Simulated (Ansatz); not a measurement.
Two isomers of BH5OSi: A = `B[SiH2]O`, B = `OB[SiH3]`.

Isolated molecules relaxed with PBE0-D4/def2-TZVP in Ansatz; ΔE leaves out vibrations. CBS: MP2 limit from def2 TZ/QZ plus the TZ coupled-cluster correction, frozen cores. DFT in def2-TZVPP. B3LYP here is the variant with VWN-RPA as its local correlation; programs differ in this. One conformer a species, not always the lowest.

(1) Which isomer does CCSD(T)/CBS put lower? Give the gap. (Best estimate.)

(2) Give E(B) − E(A) in kJ/mol with MP2/def2-TZVPP, LDA (SPW92), CCSD/def2-TZVPP, B2PLYP, B3LYP-D4, PBE0-D4, BLYP-D4. (Estimate.)

(3) Does the order hold for the free energy at 298.15 K (harmonic terms from PBE0-D4)? (An estimate is asked.)

Largest T1 diagnostic: 0.014.

## Answers

(1) The calculation gave: B, by 62.0 kJ/mol.

(2) Ansatz gave: MP2/def2-TZVPP -62.9, LDA (SPW92) -85.4, CCSD/def2-TZVPP -62.3, B2PLYP -65.2, B3LYP-D4 -66.7, PBE0-D4 -70.8, BLYP-D4 -70.6. None reverses the order clearly.

(3) Ansatz gave: Yes: G(B) − G(A) = -58.0 kJ/mol, for one conformer each.

From PBE to PBE0 (25 % exact exchange), in def2-TZVPP and without D4, E(B) − E(A) moves by +5.9 kJ/mol. In def2-TZVPP, CCSD(T) changes the Hartree–Fock value by −15.4 kJ/mol (the triples alone add −3.3 kJ/mol) and MP2 by −12.7 kJ/mol.
